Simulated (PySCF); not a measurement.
Compound: hydrogen methyl disulfide, CH4S2.
InChI=1S/CH4S2/c1-3-2/h2H,1H3

Computed, not measured: EOM-IP-CCSD/aug-cc-pVDZ in PySCF, restricted Hartree–Fock reference, 11 core orbitals frozen, non-relativistic, gas phase, PBE0-D3(BJ)/def2-SVP geometry.

Hartree–Fock orbital energies give these Koopmans values (eV): HOMO 9.82, HOMO-1 10.21, HOMO-2 12.40, HOMO-3 14.04, HOMO-4 15.21, HOMO-5 16.25, HOMO-6 16.53.

**Question.** What vertical ionisation energies does EOM-IP-CCSD give?

**Answer.** 
```csv
leading hole (HF orbital),Koopmans (eV),EOM-IP-CCSD (eV),change (eV),one-hole share
HOMO,9.82,9.12,-0.70,0.95
HOMO-1,10.21,9.57,-0.64,0.95
HOMO-2,12.40,11.74,-0.66,0.95
HOMO-3,14.04,13.10,-0.94,0.94
HOMO-4,15.21,14.23,-0.98,0.94
HOMO-5,16.25,15.02,-1.23,0.94
HOMO-6,16.53,15.36,-1.17,0.94
```

**Question.** Does the order of the lines follow the orbital energies?

**Answer.** Yes, no two lines change places. The corrections run from -1.23 to -0.64 eV, with a mean of -0.90 eV over the 7 lines; no line lies above its Koopmans value. Koopmans values leave out both the relaxation of the orbitals and the change in correlation energy.

**Question.** At what kinetic energies would He II light (40.81 eV) eject these electrons?

**Answer.** 31.69 eV (HOMO), 31.24 eV (HOMO-1), 29.07 eV (HOMO-2), 27.71 eV (HOMO-3), 26.58 eV (HOMO-4), 25.79 eV (HOMO-5), 25.45 eV (HOMO-6).

**Question.** What total energy has the lowest final state, and which wavelength reaches it?

**Answer.** E(CCSD) + ionisation energy = -835.74993 + 0.33501 = -835.41492 Eh, at the geometry of the initial state. The threshold wavelength is 1239.84 eV nm/9.12 eV = 135.9 nm.

One root was sought for each valence orbital with −ε under 21 eV, eight at most, so deeper holes and satellites are missing; no vibrational structure.

Time: 5.6 min wall; peak memory 1.4 GiB. Hardware: Arm Neoverse V1, one thread, no GPU, shared host with 32 logical CPUs at a one-minute load of 7.3.

The values belong to the conformer `[CH3:1][S:2][SH:3]`: H–S3–S2–C1 88°.
